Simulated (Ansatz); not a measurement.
The input, for Ansatz 0.2.0:

```yaml
crystal:
  periodic: [false, false, false]
  atoms:
    - {symbol: Al, position_ang: [0.030968, -0.131818, 1.790177]}
    - {symbol: As, position_ang: [-0.036900, 0.036215, -0.659781]}
    - {symbol: H, position_ang: [-0.046103, 1.270326, 2.572815]}
    - {symbol: H, position_ang: [1.257138, 0.843580, -0.588998]}
    - {symbol: H, position_ang: [0.702801, -1.277219, -0.862641]}
basis:
  gaussian: {orbitals: cc-pVDZ}
magnetization: {spin_polarized: false, initial_magnetization: 3}
correlation: {method: bccd, electrons: outside_noble_gas}
accuracy: high
output: {forces: true}
```

```sh
$ ansatz run in.yaml --threads 1 --pin off --events-out ev --progress --plain --max-ram 2393MiB
```

(1) Roughly how long does this take on 1 thread of Arm Neoverse V1, shared host, and how much host memory?

```
1312 factors; integrals over basis functions are off by at most 4.6e-9 eV
mean field evaluation 1: about -67419.8380 eV, gradient 1.1e1 eV
mean field evaluation 2: about -67419.8458 eV, gradient 1.1e1 eV
mean field evaluation 4: about -67421.0588 eV, gradient 2.1e0 eV
mean field evaluation 8: about -67421.1750 eV, gradient 1.4e-1 eV
mean field evaluation 16: about -67421.1764 eV, gradient 2.3e-8 eV
mean field evaluation 32: about -67416.1352 eV, gradient 6.1e0 eV
mean field evaluation 64: about -67417.2033 eV, gradient 2.1e0 eV
mean field evaluation 96: about -67418.8649 eV, gradient 4.8e-1 eV
mean field evaluation 128: about -67418.3278 eV, gradient 9.9e-1 eV
mean field evaluation 160: about -67418.4500 eV, gradient 1.4e-1 eV
mean field -67421.17643211 eV, -2477.6825341654 hartree, gradient 2.3e-8 eV, S^2 3.750000; 6 other end points of the search recorded, 0 dependent functions left out
...
determinant -67421.17643211 eV, -2477.6825341654 hartree, with singles and doubles -67426.30612199 eV, -2477.8710467913 hartree
determinant -67418.85924927 eV, -2477.5973792664 hartree, with singles and doubles -67423.94588523 eV, -2477.7843096904 hartree
determinant -67418.36014712 eV, -2477.5790376008 hartree, with singles and doubles -67423.63551487 eV, -2477.7729037898 hartree
19 core orbitals not correlated: weight in the atoms' cores, before any rotation towards them, 1.000 or more for the frozen orbitals, at most 0.000 for the correlated occupied ones
reference -67421.17643211 eV, -2477.6825341654 hartree; 7, 4 occupied and 34, 37 virtual orbitals, 1312 factors
second order -3.99511789 eV of doubles, -0.08067334 eV of singles
...
cycle  18  -5.13089497 eV  change   -5.7e-9 eV  update   9.6e-8
cycle  19  -5.13089492 eV  change    4.2e-8 eV  update   5.6e-8
cycle  20  -5.13089491 eV  change    1.6e-8 eV  update   4.1e-8
cycle  21  -5.13089494 eV  change   -3.1e-8 eV  update   9.1e-8
cycle  22  -5.13089494 eV  change   -1.2e-9 eV  update   4.0e-8
cycle  23  -5.13089495 eV  change   -1.1e-8 eV  update   2.3e-8
cycle  24  -5.13089496 eV  change   -6.5e-9 eV  update   1.5e-8
cycle  25  -5.13089495 eV  change    2.6e-9 eV  update   8.0e-9
cycle  26  -5.13089495 eV  change    2.2e-9 eV  update   2.8e-9
cycle  27  -5.13089495 eV  change   1.6e-10 eV  update   1.1e-9
the calculation of the forces begins
Total energy: -67426.30732706 eV, -2477.8710910770 hartree
Atom 0 at     0.030968    -0.131818     1.790177 Å, force    -0.299510    -0.975868     2.460070 eV/Å
Atom 1 at    -0.036900     0.036215    -0.659781 Å, force     0.225077     0.564618    -1.264302 eV/Å
Atom 2 at    -0.046103     1.270326     2.572815 Å, force    -0.029120     0.376462    -0.346194 eV/Å
Atom 3 at     1.257138     0.843580    -0.588998 Å, force     0.063884     0.104321    -0.673161 eV/Å
Atom 4 at     0.702801    -1.277219    -0.862641 Å, force     0.039668    -0.069533    -0.176412 eV/Å
Dipole moment:     0.076997     0.043426    -0.798422 e Å
```

Forces (eV/Å):
```
Al  -0.300 -0.976  2.460
As   0.225  0.565 -1.264
H   -0.029  0.376 -0.346
H    0.064  0.104 -0.673
H    0.040 -0.070 -0.176
```

Answers

(1) 34 s wall and 0.38 GiB.
